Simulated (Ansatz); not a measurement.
Born–Oppenheimer molecular dynamics of CH4BSi (7 atoms, charge 0, multiplicity 2). It starts from a relaxed structure.

Method: UKS B3LYP-D4/def2-SVP in Ansatz 0.2.0.

| Quantity | Value |
| --- | --- |
| ensemble | NVT, Nosé–Hoover chain |
| time step | 0.5 fs |
| steps asked | 150 |
| set temperature | 1500 K |
| thermostat | time constant 50 fs, chain length 1 |
| seed | 149705 |

First frame:

```xyz
7
Properties=species:S:1:pos:R:3
B -1.311 -1.202 1.085
C -0.654 -0.920 -0.103
Si 0.446 0.585 -0.014
H -0.738 -1.493 -1.032
H 0.028 1.623 -1.004
H 0.357 1.172 1.356
H 1.872 0.235 -0.289
```

How far do the bonds stretch over the last three quarters of this one trajectory? (Pairs bonded in most of those frames.)


| bond | mean (Å) | spread (Å) | shortest | longest |
| --- | --- | --- | --- | --- |
| B1–C2 | 1.362 | 0.014 | 1.35 | 1.40 |
| B1–Si3 | 2.315 | 0.120 | 2.19 | 2.62 |
| C2–Si3 | 1.970 | 0.037 | 1.87 | 2.01 |
| C2–H4 | 1.087 | 0.006 | 1.07 | 1.10 |
| Si3–H5 | 1.497 | 0.023 | 1.46 | 1.53 |
| Si3–H6 | 1.500 | 0.021 | 1.46 | 1.53 |
| Si3–H7 | 1.522 | 0.080 | 1.39 | 1.66 |

Mean temperature of the second half: 780 K. The conserved energy stayed within 0.28 meV per atom of its start (net change 0.19 meV per atom), so the integration is sound. The mean temperature of the second half is 48 % below the set value. A run of 0.075 ps of so small a system gives no equilibrium averages.

Run time: 5.4 min on 1 thread of Intel(R) Xeon(R) Platinum 8488C (Sapphire Rapids), on a shared host, peak memory 0.18 GiB.
